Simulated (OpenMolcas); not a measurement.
Mg₂⁺ at 3.048 Å: OpenMolcas input and output

Input (each module block was a call of its own in one work directory; start orbitals came from a preliminary run):

```
&GATEWAY
Coord
2
angstrom
Mg 0.0 0.0 0.0
Mg 0.0 0.0 3.0480
Basis=ANO-RCC-VTZP
Group=XY
RX2C
AMFI
ANGMom
0.0 0.0 0.0
RICD
&SEWARD
&GUESSORB
* RASSCF and CASPT2 blocks for each multiplicity and irrep, as for the first:
&RASSCF
FileOrb=$CurrDir/o21.orb
Symmetry=1
Spin=2
nActEl=3 0 0
Inactive=6 4
RAS2=4 4
CIRoot=5 5 1
Linear
Iterations=120 100
OrbListing=Nothing
PRWF=0.15
>>COPY $Project.RasOrb $CurrDir/o21.orb
>>COPY $Project.rasscf.h5 $CurrDir/r21.h5
&CASPT2
XMultistate=all
Imaginary=0.2
IPEA=0.25
MaxIter=40
>>COPY $Project.JobMix JOB001
&RASSI
Nr of JobIphs=3 5 8 4
1 2 3 4 5
1 2 3 4 5 6 7 8
1 2 3 4
SpinOrbit
EJob
Omega
MEES
MESO
Properties=4
'AngMom' 3 'Mltpl  1' 1 'Mltpl  1' 2 'Mltpl  1' 3
Thrs=1.0d-4
>>COPY $Project.rassi.h5 $CurrDir/so.h5
```

```bash
pymolcas m.inp
```

C2 symmetry about the axis (a holds Σ, Δ, Γ; b holds Π, Φ, H; Σ⁺ and Σ⁻ are not told apart); roots by multiplicity and irrep: 2a 5, 2b 8, 4b 4.

RASSI part of the output, in excerpt:

```
SPIN-FREE ENERGIES:
  (Shifted by EMIN (a.u.) =       -400.0364826207)
 SF State       Relative EMIN(au)   Rel lowest level(eV)    D:o, cm**(-1)      Abs_M
     1             0.0000000000        0.0000000000              0.0000         0.0
     2             0.0687825946        1.8716697495          15096.0346         0.0
     6             0.0898241844        2.4442405768          19714.1298         1.0
     7             0.0898242101        2.4442412740          19714.1354         1.0
    14             0.1252833084        3.4091324946          27496.5079         1.0
    15             0.1252834328        3.4091358800          27496.5352         1.0
     3             0.1318042008        3.5865750159          28927.6784         0.0
     8             0.1342745844        3.6537975779          29469.8649         1.0
     9             0.1342745901        3.6537977351          29469.8662         1.0
    16             0.1944077598        5.2901046401          42667.5714         1.0
    17             0.1944077616        5.2901046903          42667.5718         1.0
     4             0.2031332923        5.5275384763          44582.6044         0.0
    10             0.2075770005        5.6484579350          45557.8857         1.0
    11             0.2075770423        5.6484590746          45557.8948         1.0
     5             0.2095391037        5.7018494856          45988.5176         0.0
    12             0.2198261278        5.9817736693          48246.2584         1.0
    13             0.2198261307        5.9817737498          48246.2590         1.0
++ Dipole transition strengths (spin-free states):
     for osc. strength at least  1.00000000E-05
      From   To        Osc. strength     Einstein coefficients Ax, Ay, Az (sec-1)    Total A (sec-1)
         1    2       6.23405468E-03  0.00000000E+00  0.00000000E+00  9.47629558E+05  9.47629558E+05
         1    3       1.01275071E+00  0.00000000E+00  0.00000000E+00  5.65290836E+08  5.65290836E+08
         1    8       8.31872765E-02  7.36994195E-01  4.81898324E+07  0.00000000E+00  4.81898331E+07
         1    9       8.31872546E-02  4.81898239E+07  7.36994162E-01  0.00000000E+00  4.81898246E+07
         1   10       6.92059294E-01  9.58103997E+08  1.47660597E+00  0.00000000E+00  9.58103998E+08
         1   11       6.92059381E-01  1.47660466E+00  9.58104503E+08  0.00000000E+00  9.58104505E+08
         2    6       5.75204249E-03  8.18223502E+04  3.41357213E+00  0.00000000E+00  8.18257638E+04
         2    7       5.75204755E-03  3.41358737E+00  8.18226216E+04  0.00000000E+00  8.18260351E+04
         2    4       1.98457344E-01  0.00000000E+00  0.00000000E+00  1.15095385E+08  1.15095385E+08
         2    5       8.30867458E-01  0.00000000E+00  0.00000000E+00  5.28907356E+08  5.28907356E+08
         2   12       6.76737581E-02  2.00066334E+03  4.96041410E+07  0.00000000E+00  4.96061417E+07
         2   13       6.76737477E-02  4.96041353E+07  2.00066316E+03  0.00000000E+00  4.96061360E+07
         6    3       2.37150331E-04  1.34277023E+04  5.60207128E-01  0.00000000E+00  1.34282626E+04
         6    9       1.20765257E-02  0.00000000E+00  0.00000000E+00  7.66662732E+05  7.66662732E+05
         6   10       2.03729588E-01  0.00000000E+00  0.00000000E+00  9.07627390E+07  9.07627390E+07
         7    3       2.37150045E-04  5.60206889E-01  1.34276698E+04  0.00000000E+00  1.34282300E+04
         7    8       1.20765084E-02  0.00000000E+00  0.00000000E+00  7.66660550E+05  7.66660550E+05
         7   11       2.03729639E-01  0.00000000E+00  0.00000000E+00  9.07627871E+07  9.07627871E+07
        14   17       2.28449257E-03  0.00000000E+00  0.00000000E+00  3.50722841E+05  3.50722841E+05
        15   16       2.28448842E-03  0.00000000E+00  0.00000000E+00  3.50720923E+05  3.50720923E+05
         3    4       1.12341401E-01  0.00000000E+00  0.00000000E+00  1.83647112E+07  1.83647112E+07
         3    5       1.43634407E-02  0.00000000E+00  0.00000000E+00  2.78869803E+06  2.78869803E+06
         3   12       2.33562870E-03  2.34497722E+01  5.81405203E+05  0.00000000E+00  5.81428653E+05
         3   13       2.33562807E-03  5.81405087E+05  2.34497770E+01  0.00000000E+00  5.81428536E+05
         8    4       1.30341624E-04  3.03794698E-04  1.98569135E+04  0.00000000E+00  1.98569138E+04
         8    5       3.15128004E-04  8.76661862E-04  5.73559478E+04  0.00000000E+00  5.73559487E+04
         8   12       2.62802451E-02  0.00000000E+00  0.00000000E+00  6.18010698E+06  6.18010698E+06
         9    4       1.30341537E-04  1.98568969E+04  3.03794594E-04  0.00000000E+00  1.98568972E+04
         9    5       3.15128181E-04  5.73559711E+04  8.76661379E-04  0.00000000E+00  5.73559720E+04
         9   13       2.62802384E-02  0.00000000E+00  0.00000000E+00  6.18010498E+06  6.18010498E+06
         4   10       2.62011403E-04  1.66234871E+02  2.56193532E-07  0.00000000E+00  1.66234871E+02
         4   11       2.62013862E-04  2.56199766E-07  1.66239565E+02  0.00000000E+00  1.66239565E+02
        10    5       7.39703043E-05  9.14980884E+00  1.40995536E-08  0.00000000E+00  9.14980885E+00
        11    5       7.39687304E-05  1.40985748E-08  9.14922358E+00  0.00000000E+00  9.14922359E+00
 Electric-quadrupole - electric-quadrupole not included
 Electric-dipole - electric-octupole not included
 Electric-dipole - magnetic-quadrupole not included
   Eigenvalues of complex Hamiltonian:
  (Shifted by EMIN (a.u.) =       -400.0364826207)
 SO State       Relative EMIN(au)   Rel lowest level(eV)    D:o, cm**(-1)      Omega
     1            -0.0000000195        0.0000000000              0.0000         0.5
     2            -0.0000000195        0.0000000000              0.0000         0.5
     3             0.0687824917        1.8716674811          15096.0163         0.5
     4             0.0687824917        1.8716674811          15096.0163         0.5
     5             0.0897463021        2.4421218237          19697.0409         0.5
     6             0.0897463021        2.4421218237          19697.0409         0.5
     7             0.0899020207        2.4463591426          19731.2172         1.5
     8             0.0899020207        2.4463591426          19731.2172         1.5
     9             0.1252000234        3.4068667275          27478.2333         0.5
    10             0.1252000234        3.4068667275          27478.2333         0.5
    11             0.1252553976        3.4083735343          27490.3865         0.5
    12             0.1252553976        3.4083735343          27490.3865         0.5
    13             0.1253109187        3.4098843426          27502.5720         1.5
    14             0.1253109187        3.4098843426          27502.5720         1.5
    15             0.1253665769        3.4113988776          27514.7875         2.5
    16             0.1253665769        3.4113988776          27514.7875         2.5
    17             0.1318009142        3.5864861154          28926.9613         0.5
    18             0.1318009142        3.5864861154          28926.9613         0.5
    19             0.1342118681        3.6520915148          29456.1046         0.5
    20             0.1342118681        3.6520915148          29456.1046         0.5
    21             0.1343411306        3.6556089266          29484.4744         1.5
    22             0.1343411306        3.6556089266          29484.4744         1.5
    23             0.1943127178        5.2875189473          42646.7164         0.5
    24             0.1943127178        5.2875189473          42646.7164         0.5
    25             0.1943758678        5.2892373463          42660.5762         0.5
    26             0.1943758678        5.2892373463          42660.5762         0.5
    27             0.1944390158        5.2909556926          42674.4356         1.5
    28             0.1944390158        5.2909556926          42674.4356         1.5
    29             0.1945021679        5.2926741496          42688.2959         2.5
    30             0.1945021679        5.2926741496          42688.2959         2.5
    31             0.2031333209        5.5275397872          44582.6150         0.5
    32             0.2031333209        5.5275397872          44582.6150         0.5
    33             0.2075562122        5.6478927895          45553.3274         0.5
    34             0.2075562122        5.6478927895          45553.3274         0.5
    35             0.2075979615        5.6490288469          45562.4904         1.5
    36             0.2075979615        5.6490288469          45562.4904         1.5
    37             0.2095398971        5.7018716062          45988.6960         0.5
    38             0.2095398971        5.7018716062          45988.6960         0.5
    39             0.2198258346        5.9817662244          48246.1983         0.5
    40             0.2198258346        5.9817662244          48246.1983         0.5
    41             0.2198269665        5.9817970234          48246.4467         1.5
    42             0.2198269665        5.9817970234          48246.4467         1.5
 Weights of the five most important spin-orbit-free states for each spin-orbit state.
 SO State  Total energy (au)           Spin-free states, spin, and weights
    1        -0.000000       1 0.5  1.0000    6 0.5  0.0000    7 0.5  0.0000   16 1.5  0.0000   17 1.5  0.0000
    2        -0.000000       1 0.5  1.0000    6 0.5  0.0000    7 0.5  0.0000   16 1.5  0.0000   17 1.5  0.0000
    3         0.068782       2 0.5  1.0000    8 0.5  0.0000    9 0.5  0.0000   14 1.5  0.0000   15 1.5  0.0000
    4         0.068782       2 0.5  1.0000    8 0.5  0.0000    9 0.5  0.0000   14 1.5  0.0000   15 1.5  0.0000
    5         0.089746       6 0.5  0.5001    7 0.5  0.4999    4 0.5  0.0000    1 0.5  0.0000    5 0.5  0.0000
    6         0.089746       6 0.5  0.5001    7 0.5  0.4999    4 0.5  0.0000    1 0.5  0.0000    5 0.5  0.0000
    7         0.089902       7 0.5  0.5001    6 0.5  0.4999   17 1.5  0.0000   16 1.5  0.0000   13 0.5  0.0000
    8         0.089902       7 0.5  0.5001    6 0.5  0.4999   17 1.5  0.0000   16 1.5  0.0000   13 0.5  0.0000
    9         0.125200      14 1.5  0.5004   15 1.5  0.4996    3 0.5  0.0000    2 0.5  0.0000    8 0.5  0.0000
   10         0.125200      14 1.5  0.5004   15 1.5  0.4996    3 0.5  0.0000    2 0.5  0.0000    8 0.5  0.0000
   11         0.125255      14 1.5  0.5011   15 1.5  0.4989    8 0.5  0.0000    9 0.5  0.0000    3 0.5  0.0000
   12         0.125255      14 1.5  0.5011   15 1.5  0.4989    8 0.5  0.0000    9 0.5  0.0000    3 0.5  0.0000
   13         0.125311      15 1.5  0.5011   14 1.5  0.4989    9 0.5  0.0000    8 0.5  0.0000   10 0.5  0.0000
   14         0.125311      15 1.5  0.5011   14 1.5  0.4989    9 0.5  0.0000    8 0.5  0.0000   10 0.5  0.0000
   15         0.125367      15 1.5  0.5004   14 1.5  0.4996    3 0.5  0.0000    2 0.5  0.0000    9 0.5  0.0000
   16         0.125367      15 1.5  0.5004   14 1.5  0.4996    3 0.5  0.0000    2 0.5  0.0000    9 0.5  0.0000
   17         0.131801       3 0.5  0.9985    8 0.5  0.0007    9 0.5  0.0007   15 1.5  0.0000   14 1.5  0.0000
   18         0.131801       3 0.5  0.9985    8 0.5  0.0007    9 0.5  0.0007   15 1.5  0.0000   14 1.5  0.0000
   19         0.134212       8 0.5  0.4993    9 0.5  0.4992    3 0.5  0.0014   14 1.5  0.0000   15 1.5  0.0000
   20         0.134212       8 0.5  0.4993    9 0.5  0.4992    3 0.5  0.0014   14 1.5  0.0000   15 1.5  0.0000
   21         0.134341       9 0.5  0.5000    8 0.5  0.5000   15 1.5  0.0000   14 1.5  0.0000   11 0.5  0.0000
   22         0.134341       9 0.5  0.5000    8 0.5  0.5000   15 1.5  0.0000   14 1.5  0.0000   11 0.5  0.0000
   23         0.194313      16 1.5  0.5000   17 1.5  0.5000    5 0.5  0.0000    4 0.5  0.0000    1 0.5  0.0000
   24         0.194313      16 1.5  0.5000   17 1.5  0.5000    5 0.5  0.0000    4 0.5  0.0000    1 0.5  0.0000
   25         0.194376      16 1.5  0.5000   17 1.5  0.5000    5 0.5  0.0000   13 0.5  0.0000   12 0.5  0.0000
   26         0.194376      16 1.5  0.5000   17 1.5  0.5000    5 0.5  0.0000   13 0.5  0.0000   12 0.5  0.0000
   27         0.194439      17 1.5  0.5000   16 1.5  0.5000   12 0.5  0.0000   13 0.5  0.0000    7 0.5  0.0000
   28         0.194439      17 1.5  0.5000   16 1.5  0.5000   12 0.5  0.0000   13 0.5  0.0000    7 0.5  0.0000
   29         0.194502      17 1.5  0.5000   16 1.5  0.5000    5 0.5  0.0000    4 0.5  0.0000    1 0.5  0.0000
   30         0.194502      17 1.5  0.5000   16 1.5  0.5000    5 0.5  0.0000    4 0.5  0.0000    1 0.5  0.0000
   31         0.203133       4 0.5  1.0000   13 0.5  0.0000   12 0.5  0.0000    7 0.5  0.0000    6 0.5  0.0000
   32         0.203133       4 0.5  1.0000   13 0.5  0.0000   12 0.5  0.0000    7 0.5  0.0000    6 0.5  0.0000
   33         0.207556      10 0.5  0.5005   11 0.5  0.4995   15 1.5  0.0000   14 1.5  0.0000    8 0.5  0.0000
   34         0.207556      10 0.5  0.5005   11 0.5  0.4995   15 1.5  0.0000   14 1.5  0.0000    8 0.5  0.0000
   35         0.207598      11 0.5  0.5005   10 0.5  0.4995   14 1.5  0.0000   15 1.5  0.0000    9 0.5  0.0000
   36         0.207598      11 0.5  0.5005   10 0.5  0.4995   14 1.5  0.0000   15 1.5  0.0000    9 0.5  0.0000
   37         0.209540       5 0.5  0.9999   17 1.5  0.0000   16 1.5  0.0000   12 0.5  0.0000   13 0.5  0.0000
   38         0.209540       5 0.5  0.9999   17 1.5  0.0000   16 1.5  0.0000   12 0.5  0.0000   13 0.5  0.0000
   39         0.219826      12 0.5  0.5013   13 0.5  0.4987    5 0.5  0.0000   17 1.5  0.0000   16 1.5  0.0000
   40         0.219826      12 0.5  0.5013   13 0.5  0.4987    5 0.5  0.0000   17 1.5  0.0000   16 1.5  0.0000
   41         0.219827      13 0.5  0.5013   12 0.5  0.4987   16 1.5  0.0000   17 1.5  0.0000    7 0.5  0.0000
   42         0.219827      13 0.5  0.5013   12 0.5  0.4987   16 1.5  0.0000   17 1.5  0.0000    7 0.5  0.0000
++ Dipole transition strengths (SO states):
        for osc. strength at least   1.00000000E-05
```

g and u states are not told apart. Only roots inside an energy window near the equilibrium distance were included, so the list of states is not complete; labels number the states computed. Each spin and symmetry block has orbitals of its own, averaged over its own roots, so gaps between blocks are less sure than gaps within one and near the minimum can be off by tenths of an eV, in bad cases by more. No Rydberg orbitals are active, so Rydberg states, and σ→σ* states whose orbital the CASSCF left unused, can be missing between those listed. No roots were computed in block 4a (none fell in the window or the block failed), so states of that kind are missing and can lie low or lowest.
